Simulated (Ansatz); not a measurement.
Elastic constant C33 (GPa) of solids drawn from the class of tetrahedrally bonded semiconductors and semimetals, at two levels: PBE (plane waves, PAW; Ansatz, an electronic-structure program), and B3LYP (VWN-RPA form) (PAW; Ansatz).

```json
[
 {"solid": "wurtzite CdS", "PBE": "85.9", "B3LYP (VWN-RPA form)": "?"},
 {"solid": "wurtzite ZnO", "PBE": "201", "B3LYP (VWN-RPA form)": "220"},
 {"solid": "wurtzite AlN", "PBE": "353", "B3LYP (VWN-RPA form)": "391"},
 {"solid": "wurtzite BN (high-pressure phase)", "PBE": "1009", "B3LYP (VWN-RPA form)": "1045"},
 {"solid": "wurtzite GaN", "PBE": "357", "B3LYP (VWN-RPA form)": "387"},
 {"solid": "2H-SiC", "PBE": "532", "B3LYP (VWN-RPA form)": "562"}
]
```

Q: Estimate the withheld B3LYP (VWN-RPA form) value from the other rows.

A: One way: carry over the typical ratio. The ratios B3LYP (VWN-RPA form) / PBE of the other rows, in order: 1.036, 1.056, 1.084, 1.095, 1.108; median 1.084. Wurtzite CdS: 85.9 × 1.084 = 93.1 GPa; the run gives 89.9 GPa. The ratios spread from 1.036 to 1.108, so such an estimate is rough.

Of 6 rows, B3LYP (VWN-RPA form) is the larger in 6 and the smaller in 0.

Ansatz's runs of these crystals have no spin polarisation.

Each level is taken at its own relaxed cell. Ansatz's density-functional and Hartree–Fock values are scalar-relativistic unless marked +SOC, with PAW data made under PBE.
